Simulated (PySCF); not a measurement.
# Silicon: a sound run and one with changed settings

Sound run: Si [Ne] 3s2 3p2, Si+ [Ne] 3s2 3p1. All numbers are calculated (PySCF 2.14, the non-relativistic Hamiltonian (point nucleus), in pcseg-2 (5s4p2d1f, 34 functions)). In the sound run the correlated levels freeze [Ne]. The sound run starts from symmetry-adapted Hartree-Fock orbitals and uses a fine grid where one is needed.

A second run was set up differently.

```tsv
species	method	sound run (hartree)	changed run (hartree)	converged
Si	UHF	-288.84811	-285.46622	yes
Si	M06-L	-289.35806	-285.92415	yes
Si	B3LYP	-289.39948	-285.94207	yes
Si	MP2	-288.89764	-285.47352	yes
Si	CCSD(T)	-288.91524	-285.47963	yes
Si+	UHF	-288.56755	-285.32969	yes
Si+	M06-L	-289.06239	-285.75729	yes
Si+	B3LYP	-289.10116	-285.77878	yes
Si+	MP2	-288.60705	-285.34477	yes
Si+	CCSD(T)	-288.62400	-285.35653	yes
```

Ionisation energy of Si:

| method | sound run (eV) | changed run (eV) |
| --- | --- | --- |
| UHF | 7.635 | 3.715 |
| M06-L | 8.046 | 4.541 |
| B3LYP | 8.118 | 4.443 |
| MP2 | 7.907 | 3.503 |
| SCS-MP2 | 7.838 | 3.461 |
| CCSD | 7.904 | 3.350 |
| CCSD(T) | 7.925 | 3.350 |

**Question.** What was changed?
A. angular grid far too coarse
B. a valence shell is frozen
C. minimal basis
D. too few SCF iterations

**Answer.** C. It used basis STO-3G. A minimal basis cannot let orbitals breathe on ionisation and holds almost no correlation.
